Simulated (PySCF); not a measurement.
Mapped SMILES: `[OH:1][CH:2]1[CH2:3][CH2:4][CH2:5]1`. Hydrogens are named by the atom that carries them. Ha(C3), Ha(C4), Ha(C5) are cis to O1 on the ring; Hb(C3), Hb(C4), Hb(C5) are trans to O1 on the ring.

All values are calculated (PySCF): geometry from GFN2-xTB, GIAO PBE0/pcSseg-1 shieldings. Equivalent nuclei averaged, no solvent, non-relativistic Hamiltonian, single conformer.

δ = σ(ref) − σ, references computed at the same level: TMS for $^{13}$C, $^{1}$H; H2O for $^{17}$O.

| atoms | nucleus | count | Hirshfeld charge | δ (ppm) |
| --- | --- | --- | --- | --- |
| C2 | $^{13}$C | 1 | 0.04 | 69.9 |
| O1 | $^{17}$O | 1 | -0.23 | 74.3 |
| H(C2) | $^{1}$H | 1 | 0.03 | 4.54 |
| Hb(C3)/Hb(C5) | $^{1}$H | 2 | 0.04 | 2.30 |
| H(O1) | $^{1}$H | 1 | 0.16 | 0.63 |
| Ha(C3)/Ha(C5) | $^{1}$H | 2 | 0.04 | ? |
| C3/C5 | $^{13}$C | 2 | -0.08 | ? |
| Ha(C4) | $^{1}$H | 1 | 0.04 | 1.81 |
| C4 | $^{13}$C | 1 | -0.07 | 12.0 |
| Hb(C4) | $^{1}$H | 1 | 0.04 | ? |

Fill in the missing shifts.

Answers


- C3/C5: 32.6 ppm, sp3 CH2 in a ring; a saturated carbon with 2 carbon neighbours and no heteroatom attached
- Ha(C3)/Ha(C5): 2.06 ppm, hydrogen on an sp3 CH2 in a ring
- Hb(C4): 1.63 ppm, hydrogen on an sp3 CH2 in a ring; far from electronegative atoms and π systems

The OH or NH signal is concentration- and solvent-dependent in practice; the value given is the gas-phase one. Shifts are as computed. Against solution values, carbons near 30 ppm lie about +3 ppm off and those near 130 ppm about +5 ppm. Of 1211 compounds with measured shifts, 218 miss one by over three times the rms of a fit or turn the order of signals round; such compounds aren't used in these exercises. Experimental scales use liquid or dissolved standards, which lie at an offset from isolated H2O (liquid H2O: subtract about 36 ppm).
